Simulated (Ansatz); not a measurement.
# Nudged elastic band run: CH$_{6}$AlSi

The input (input.yaml):

```yaml
crystal:
  periodic: [false, false, false]
  atoms:
    - { symbol: C, position_ang: [-0.915319, 1.004441, -1.045161] }
    - { symbol: Al, position_ang: [0.683405, 0.401256, -0.071032] }
    - { symbol: Si, position_ang: [0.630016, -1.536694, 1.336672] }
    - { symbol: H, position_ang: [-0.701756, 1.102073, -2.117914] }
    - { symbol: H, position_ang: [-1.773425, 0.333225, -0.934183] }
    - { symbol: H, position_ang: [-1.224588, 1.999507, -0.697294] }
    - { symbol: H, position_ang: [2.075309, 1.16684, -0.164809] }
    - { symbol: H, position_ang: [-0.557349, -2.40575, 1.575994] }
    - { symbol: H, position_ang: [1.783716, -2.064898, 2.117727] }
magnetization:
  spin_polarized: true
  initial_magnetization: 1
basis:
  gaussian: { orbitals: "6-31G*" }
hamiltonian:
  xc: b3lyp
neb:
  order_check: false
  images: 7
  f_tol: 0.03
  max_iterations: 50
  spring: 0.1
  final_atoms:
    - { symbol: C, position_ang: [-0.91561232, 1.00440636, -1.04497817] }
    - { symbol: Al, position_ang: [0.679613, 0.40791089, -0.06103338] }
    - { symbol: Si, position_ang: [0.631034, -1.54040895, 1.33285309] }
    - { symbol: H, position_ang: [-0.704995, 1.06471744, -2.12162885] }
    - { symbol: H, position_ang: [-1.78270068, 0.34893494, -0.9096865] }
    - { symbol: H, position_ang: [-1.20848663, 2.01513147, -0.72849581] }
    - { symbol: H, position_ang: [2.06658432, 1.18417336, -0.14281648] }
    - { symbol: H, position_ang: [1.78587351, -2.06584761, 2.11405506] }
    - { symbol: H, position_ang: [-0.5513012, -2.4190179, 1.56173103] }
  initial_path:
    images:
      - { positions_ang: [[-0.915319, 1.004441, -1.045161], [0.683405, 0.401256, -0.071032], [0.630016, -1.536694, 1.336672], [-0.701756, 1.102073, -2.117914], [-1.773425, 0.333225, -0.934183], [-1.224588, 1.999507, -0.697294], [2.075309, 1.16684, -0.164809], [-0.557349, -2.40575, 1.575994], [1.783716, -2.064898, 2.117727]] }
      - { positions_ang: [[-0.93002858, 1.04125273, -1.04630412], [0.63418013, 0.33756143, -0.07949387], [0.66357343, -1.50290098, 1.42299486], [-0.64998828, 1.25989788, -2.05167124], [-1.76517766, 0.38263971, -1.08433437], [-1.29957319, 1.96868129, -0.63109594], [2.02098204, 1.00386574, -0.31843567], [0.06687194, -2.37708377, 1.64339354], [1.25916916, -2.11391402, 2.14494682]] }
      - { positions_ang: [[-0.94473816, 1.07806445, -1.04744723], [0.58495525, 0.27386687, -0.08795574], [0.69713087, -1.46910797, 1.50931772], [-0.59822055, 1.41772275, -1.98542849], [-1.75693032, 0.43205442, -1.23448574], [-1.37455839, 1.93785557, -0.56489788], [1.96665509, 0.84089148, -0.47206234], [0.69109288, -2.34841753, 1.71079308], [0.73462233, -2.16293004, 2.17216664]] }
      - { positions_ang: [[-0.95944774, 1.11487618, -1.04859035], [0.53573038, 0.2101723, -0.09641761], [0.7306883, -1.43531495, 1.59564057], [-0.54645283, 1.57554763, -1.91918573], [-1.74868299, 0.48146914, -1.38463711], [-1.44954358, 1.90702986, -0.49869982], [1.91232813, 0.67791722, -0.62568901], [1.31531382, -2.3197513, 1.77819262], [0.21007549, -2.21194606, 2.19938645]] }
      - { positions_ang: [[-0.97415731, 1.1516879, -1.04973347], [0.48650551, 0.14647773, -0.10487948], [0.76424574, -1.40152193, 1.68196343], [-0.49468511, 1.7333725, -1.85294298], [-1.74043565, 0.53088385, -1.53478849], [-1.52452877, 1.87620414, -0.43250176], [1.85800118, 0.51494296, -0.77931569], [1.93953477, -2.29108507, 1.84559216], [-0.31447134, -2.26096208, 2.22660627]] }
      - { positions_ang: [[-0.95952107, 1.11486752, -1.04854464], [0.53478238, 0.21183602, -0.09391796], [0.7309428, -1.43624369, 1.59468585], [-0.54726258, 1.56620874, -1.92011444], [-1.75100191, 0.48539662, -1.37851299], [-1.44551824, 1.91093597, -0.50650027], [1.91014696, 0.68225056, -0.62019088], [1.90111945, -2.2347757, 1.91270788], [-0.37367881, -2.30047604, 2.06038746]] }
      - { positions_ang: [[-0.94488482, 1.07804713, -1.04735582], [0.58305925, 0.27719431, -0.08295643], [0.69763987, -1.47096544, 1.50740826], [-0.59984006, 1.39904497, -1.98728591], [-1.76156817, 0.4399094, -1.22223749], [-1.3665077, 1.9456678, -0.58049879], [1.96229275, 0.84955816, -0.46106608], [1.86270414, -2.17846634, 1.97982361], [-0.43288627, -2.33998999, 1.89416865]] }
      - { positions_ang: [[-0.93024857, 1.04122675, -1.04616699], [0.63133613, 0.3425526, -0.07199491], [0.66433694, -1.50568719, 1.42013068], [-0.65241753, 1.23188121, -2.05445738], [-1.77213442, 0.39442217, -1.06596199], [-1.28749717, 1.98039963, -0.6544973], [2.01443854, 1.01686576, -0.30194128], [1.82428882, -2.12215698, 2.04693933], [-0.49209374, -2.37950395, 1.72794984]] }
      - { positions_ang: [[-0.91561232, 1.00440636, -1.04497817], [0.679613, 0.40791089, -0.06103338], [0.631034, -1.54040895, 1.33285309], [-0.704995, 1.06471744, -2.12162885], [-1.78270068, 0.34893494, -0.9096865], [-1.20848663, 2.01513147, -0.72849581], [2.06658432, 1.18417336, -0.14281648], [1.78587351, -2.06584761, 2.11405506], [-0.5513012, -2.4190179, 1.56173103]] }
```

Run as:

```bash
$ ansatz run input.yaml --threads 1 --pin off --max-ram 2048MiB --backend cpu --events-out ev --progress --plain --runs-dir out
```

Output, in part (warnings, iteration lines, the closing report on the highest movable image, with atoms numbered from 0):

```
NEB end point (image 0): max|allowed force component| = 3.027e-3 eV/Å (the criterion of neb.relax_end_points is 1.000e-2)
NEB end point (image 8): max|allowed force component| = 1.373e-2 eV/Å (the criterion of neb.relax_end_points is 1.000e-2)
NEB iter   1: max|band force component| = 6.702e1 eV/Å  barrier→ = 21.6264 eV  barrier← = 21.6265 eV  Δτ_max = 0.1933 Å  (246 SCF iters)
NEB iter   2: max|band force component| = 2.112e1 eV/Å  barrier→ = 7.9841 eV  barrier← = 7.9842 eV  Δτ_max = 0.1972 Å  (201 SCF iters)
NEB iter   3: max|band force component| = 1.177e1 eV/Å  barrier→ = 5.1393 eV  barrier← = 5.1393 eV  Δτ_max = 0.1977 Å  (196 SCF iters)
NEB iter   4: max|band force component| = 5.427e0 eV/Å  barrier→ = 3.5458 eV  barrier← = 3.5459 eV  Δτ_max = 0.1982 Å  (194 SCF iters)
NEB iter   5: max|band force component| = 2.166e0 eV/Å  barrier→ = 2.6331 eV  barrier← = 2.6331 eV  Δτ_max = 0.2000 Å  (197 SCF iters)
NEB iter   6: max|band force component| = 1.269e0 eV/Å  barrier→ = 2.2309 eV  barrier← = 2.2309 eV  Δτ_max = 0.2000 Å  (193 SCF iters)
NEB iter   7: max|band force component| = 8.043e-1 eV/Å  barrier→ = 2.0440 eV  barrier← = 2.0440 eV  Δτ_max = 0.2000 Å  (191 SCF iters)
NEB iter   8: max|band force component| = 2.107e0 eV/Å  barrier→ = 2.0352 eV  barrier← = 2.0353 eV  Δτ_max = 0.0982 Å  (195 SCF iters)
NEB iter   9: max|band force component| = 1.739e0 eV/Å  barrier→ = 1.6908 eV  barrier← = 1.6908 eV  Δτ_max = 0.2000 Å  (186 SCF iters)
NEB iter  10: max|band force component| = 1.480e0 eV/Å  barrier→ = 1.1109 eV  barrier← = 1.1110 eV  Δτ_max = 0.1915 Å  (185 SCF iters)
NEB iter  11: max|band force component| = 1.547e0 eV/Å  barrier→ = 0.8110 eV  barrier← = 0.8110 eV  Δτ_max = 0.1927 Å  (185 SCF iters)
NEB iter  12: max|band force component| = 7.119e-1 eV/Å  barrier→ = 0.5484 eV  barrier← = 0.5484 eV  Δτ_max = 0.1951 Å  (183 SCF iters)
NEB iter  13: max|band force component| = 7.501e-1 eV/Å  barrier→ = 0.4295 eV  barrier← = 0.4296 eV  Δτ_max = 0.1957 Å  (186 SCF iters)
NEB iter  14: max|band force component| = 3.937e-1 eV/Å  barrier→ = 0.3331 eV  barrier← = 0.3331 eV  CI = image 2  Δτ_max = 0.1950 Å  (184 SCF iters)
NEB iter  15: max|band force component| = 4.891e-1 eV/Å  barrier→ = 0.2504 eV  barrier← = 0.2505 eV  CI = image 2  Δτ_max = 0.1953 Å  (179 SCF iters)
NEB iter  16: max|band force component| = 2.681e-1 eV/Å  barrier→ = 0.2192 eV  barrier← = 0.2192 eV  CI = image 4  Δτ_max = 0.1985 Å  (177 SCF iters)
NEB iter  17: max|band force component| = 2.693e-1 eV/Å  barrier→ = 0.2232 eV  barrier← = 0.2233 eV  CI = image 4  Δτ_max = 0.0943 Å  (184 SCF iters)
NEB iter  18: max|band force component| = 1.650e-1 eV/Å  barrier→ = 0.2219 eV  barrier← = 0.2219 eV  CI = image 4  Δτ_max = 0.0591 Å  (176 SCF iters)
NEB iter  19: max|band force component| = 6.922e-2 eV/Å  barrier→ = 0.2217 eV  barrier← = 0.2218 eV  CI = image 4  Δτ_max = 0.0265 Å  (170 SCF iters)
NEB iter  20: max|band force component| = 3.059e-2 eV/Å  barrier→ = 0.2217 eV  barrier← = 0.2218 eV  CI = image 4  Δτ_max = 0.0104 Å  (166 SCF iters)
NEB iter  21: max|band force component| = 1.813e-2 eV/Å  barrier→ = 0.2217 eV  barrier← = 0.2217 eV  CI = image 4  Δτ_max = 0.0000 Å  (350 SCF iters)
Total energy: -15608.21864123 eV, -573.5914554347 hartree
Atom 0 at    -0.865369     0.898464    -1.053469 Å, force     0.001366    -0.002141    -0.001220 eV/Å
Atom 1 at     0.732686     0.476970     0.019587 Å, force    -0.001473     0.002222    -0.001375 eV/Å
Atom 2 at     0.913836    -1.494151     1.480904 Å, force     0.000227     0.000852    -0.001018 eV/Å
Atom 3 at    -0.582287     1.146066    -2.085599 Å, force     0.000410    -0.000468     0.001672 eV/Å
Atom 4 at    -1.607619     0.094692    -1.085048 Å, force    -0.001388     0.000715    -0.000538 eV/Å
Atom 5 at    -1.360956     1.791821    -0.646110 Å, force     0.000968     0.000207     0.000811 eV/Å
Atom 6 at     1.973089     1.476848    -0.049432 Å, force     0.000140     0.000834     0.000323 eV/Å
Atom 7 at     0.854747    -2.827459     0.800237 Å, force    -0.000903    -0.000961     0.001545 eV/Å
Atom 8 at    -0.058118    -1.563252     2.618932 Å, force     0.000653    -0.001259    -0.000200 eV/Å
Dipole moment:    -0.148999     0.140747    -0.171062 e Å
```

The forces met the threshold. Another band between the same ends (7 images) ends at a top of the same energy, where a vibrational analysis finds 1 clearly imaginary mode.

Final band (atoms are numbered from 1 in the order of the input):

```csv
image,path coordinate (Å),energy (kcal/mol),dihedral C1–Al2–Si3–H8 (°)
0,0.00,0.0,0
1,0.62,0.8,9
2,1.25,2.6,22
3,1.87,4.4,41
4,2.50,5.1,64
5,3.17,4.3,92
6,3.85,2.3,123
7,4.53,0.5,157
8,5.22,0.0,-180
```

The run took 12 min on 1 thread of Intel(R) Xeon(R) Processor @ 2.70GHz, on a shared host, peak memory 0.18 GiB.
